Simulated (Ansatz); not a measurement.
SiH₄ + F• → `[SiH3]`• + H–F at 500 K and 1 bar (hydrogen abstraction from the Si–H bond).

Calculated with Ansatz (gas phase, PBE0-D4/def2-TZVP geometries, no zero-point term in ΔE). CBS: def2 TZ/QZ extrapolation, frozen cores. No spin–orbit coupling; open shells (•) take unrestricted orbitals. Spin–orbit coupling would lower the free atoms: a little for F.

| species | CCSD(T)/CBS energy (Eh) | H − E (kJ/mol) | S (J/(mol·K)) |
| --- | --- | --- | --- |
| SiH₄ | -291.45988 | 102.4 | 230.9 |
| F• | -99.66806 | 10.4 | 171.2 |
| `[SiH3]`• | -290.80571 | 75.1 | 240.4 |
| H–F | -100.39431 | 39.4 | 188.7 |

H − E and S are ideal-gas, rigid-rotor, harmonic terms from PBE0-D4/def2-TZVP, with the whole ground term of open shells counted as degenerate. 1 Eh = 2625.50 kJ/mol, R = 8.31446 J/(mol·K).

**Question.** By hand: ΔE, ΔH, ΔS and ΔG.

**Answer.** ΔE = (-290.80571) + (-100.39431) − (-291.45988) − (-99.66806) = -0.07208 Eh = -189.2 kJ/mol. Δ(H − E) = 75.1 + 39.4 − 102.4 − 10.4 = 1.7, so ΔH = -187.5 kJ/mol. ΔS = 240.4 + 188.7 − 230.9 − 171.2 = 27.0 J/(mol·K). ΔG = -187.5 − 500 × (27.0)/1000 = -201.0 kJ/mol.

**Question.** By hand: the equilibrium constant, and the temperature at which ΔG would vanish if ΔH and ΔS stayed fixed.

**Answer.** log₁₀ K = −ΔG/(RT ln 10) = 21.0. ΔH and −TΔS have one sign here, so there is no such temperature.

ΔH outweighs TΔS. A doubt of 5 kJ/mol in ΔE shifts log₁₀ K by 0.5 here. These are equilibria of isolated gas molecules and say nothing of rates. Largest T1 diagnostic: 0.015 (customary marks: 0.02 for closed shells, 0.045 for open ones).
